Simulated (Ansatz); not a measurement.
Atomization energy of C3H6, singlet, from cheap to dear

Geometry (MP2(full)/6-31G*, from the G2/97 set):

```xyz
9

C     1.2698    0.1166    0.0000
C    -0.0215    0.4621    0.0000
H     1.5797   -0.9245    0.0000
H     2.0593    0.8603    0.0000
H    -0.2847    1.5190    0.0000
C    -1.1612   -0.5094    0.0000
H    -0.7983   -1.5404    0.0000
H    -1.7970   -0.3699    0.8804
H    -1.7970   -0.3699   -0.8804
```

Measured, as an electronic atomization energy: 3600.2 kJ/mol (G2/97 heats of formation of molecule and atoms, with zero-point and thermal terms from B3LYP taken off; Curtiss et al., J. Chem. Phys. 106, 1063 (1997), Staroverov et al., J. Chem. Phys. 119, 12129 (2003)). The measured value holds scalar relativity and spin–orbit coupling, which all computed ones lack, and core correlation, which the wave-function levels lack. Atoms are taken at the same level; beside RHF, RMP2 and RCC rows they are unrestricted. Ansatz 0.2.0; the 6-31G* set has Cartesian d functions; a miss is computed less measured; times are wall times on shared hosts and scatter by a factor of two or so.

| level | basis | miss (kJ/mol) | time of the run | hardware |
| --- | --- | --- | --- | --- |
| RHF | cc-pVDZ | -904.2 | 0.87 s | 1 CPU thread |
| RMP2 | cc-pVDZ | -215.2 | – | – |
| RCCSD(T) | cc-pVDZ | -239.1 | 1.4 s | 1 CPU thread |
| RCCSDT(Q) | cc-pVDZ | -237.1 | 7.5 s | H100 + 2 CPU threads |
| RHF | cc-pVTZ | -863.5 | – | – |
| RMP2 | cc-pVTZ | -52.0 | – | – |
| RCCSD(T) | cc-pVTZ | -78.6 | 1.7 s | H100 + 2 CPU threads |
| RCCSDT(Q) | cc-pVTZ | -78.4 | 6.4 min | H100 + 2 CPU threads |
| RHF | cc-pVQZ | -859.1 | – | – |
| RMP2 | cc-pVQZ | -5.9 | – | – |
| RCCSD(T) | cc-pVQZ | -35.4 | 4.1 s | H100 + 2 CPU threads |

HF's time is that of a plain UHF run. A dash: the level came out of a higher level's run.

A composite of the best parts (restricted reference, at this geometry, which isn't the minimum of the high levels):

```csv
part,kJ/mol
"Hartree–Fock limit (T, Q; exp(−5.46 √X))",2742.39
"CCSD(T) correlation limit (T, Q; X⁻³)",852.13
CCSDT − CCSD(T) (TZ),-2.34
(Q) (TZ),2.61
sum,3594.8
sum less measured,-5.4
```
